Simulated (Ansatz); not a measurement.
# H3NOSi: the cost of one run

All numbers below are computed with Ansatz 0.2.0 (RKS PBE/def2-SVP).

## Step 1: The structure to begin with

Bond lengths: N1–Si2 1.613 Å, Si2–O3 1.615 Å, N1–H4 1.008 Å, Si2–H5 1.447 Å, O3–H6 0.953 Å. Angles: N1–Si2–O3 117.1°, N1–Si2–H5 144.3°, O3–Si2–H5 98.7°, Si2–N1–H4 123.7°, Si2–O3–H6 120.3°.

Structure file:

```xyz
6

N    -1.2442   -0.5432   -0.2377
Si    0.1976    0.1725   -0.3431
O     1.0659    0.2798    1.0146
H    -1.8668   -0.6635   -1.0207
H     1.1229    0.8233   -1.2458
H     0.7245   -0.0688    1.8328
```

## Step 2: End point A

Contents of input.yaml:

```yaml
crystal:
  periodic: [false, false, false]
  atoms:
    - { symbol: "N", position_ang: [-1.24417, -0.54323, -0.23773] }
    - { symbol: Si, position_ang: [0.1976, 0.17254, -0.34311] }
    - { symbol: O, position_ang: [1.06593, 0.27978, 1.01455] }
    - { symbol: H, position_ang: [-1.86681, -0.66355, -1.02066] }
    - { symbol: H, position_ang: [1.12292, 0.82325, -1.24581] }
    - { symbol: H, position_ang: [0.72452, -0.06878, 1.83277] }
basis:
  gaussian: { orbitals: def2-SVP }
hamiltonian:
  xc: pbe
relax:
  f_tol: 0.02
  max_steps: 50
output:
  orbitals: {}
```

Command:

```
$ ansatz run input.yaml --threads 1 --pin off --max-ram 2048MiB --backend cpu --events-out ev --progress --plain --runs-dir out
```

Q: Estimate wall time and peak memory on 1 thread of Arm Neoverse V2, shared host.

About 10 s, with a peak of 0.13 GiB.
